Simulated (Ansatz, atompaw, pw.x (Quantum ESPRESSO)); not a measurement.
Ca (Z = 20): does the PAW (atompaw) potential hold in the solid?

atompaw 4.2.0.5 input, output lines left out:

```
Ca 20
GGA-PBE scalarrelativistic loggrid 1500 logderivrange -5 5 251
4 4 3 0 0 0
4 1 0
3 2 0
0 0 0
c
c
v
v
c
v
v
v
3
3.00 2.65 2.95 2.15
n
n
y
1.95
n
y
0.2
n
bloechl besselshape
4 1 vpsmatchnc
```

Atomic tests: cutoffs needed: 21 Ry and 30 Ry (the cutoffs (Ry, on a coarse ladder) from which the occupation-weighted sum of valence levels, in a spherical-Bessel basis at the reference potential, stays within 10 and 1 mRy of its value at 400 Ry); ghost test: no extra level below or beside the all-electron valence levels (s, p, d, f tested) (spherical-Bessel basis up to 400 Ry, 20 bohr box); lowest eigenvalue of the overlap operator: 0.69 (s channel).

Crystal test: fcc Ca in pw.x 7.5, no spin, 10³ k-points, Fermi–Dirac smearing 0.01 Ry, cutoffs 40/400 Ry. The reference is all-electron LAPW (Ansatz 0.2.0) with the same functional, mesh and smearing; V0 and B0 come from Birch–Murnaghan fits to the pressures at five volumes. Errors are pseudo minus all-electron; Δ is the rms difference of the E(V) curves that follow from these fits, minima aligned, over ±6 % about the mean V0. Mesh and smearing are coarse, so the numbers serve the comparison and aren't converged zero-temperature values; the lattice is a test structure that the element need not adopt.

```csv
V (Å³/atom),P all-electron (GPa),P pseudo (GPa)
40.158,0.97,1.04
41.215,0.45,0.52
42.272,-0.01,0.05
43.329,-0.42,-0.36
44.386,-0.79,-0.74
```

All-electron: a0 = 5.529 Å (V0 = 42.26 Å³/atom), B0 = 17.4 GPa.

Pseudopotential: mean pressure error (GPa): +0.06; a0 (Å): 5.535; a0 error (%): +0.11; B0 error (%): +0.2; Δ (meV/atom): 0.5.

Question: At the middle volume, how do free energy and pressure move when the wave cutoff is lowered (ecutrho held at 400 Ry)?

Answer:

| cutoff (Ry) | shift of F (meV/atom) | shift of P (GPa) |
| --- | --- | --- |
| 18 | +365.9 | -6.27 |
| 24 | +41.0 | -0.88 |
| 32 | +2.2 | -0.06 |

The 8 pw.x runs together took about 2 min on one core of a shared server CPU.
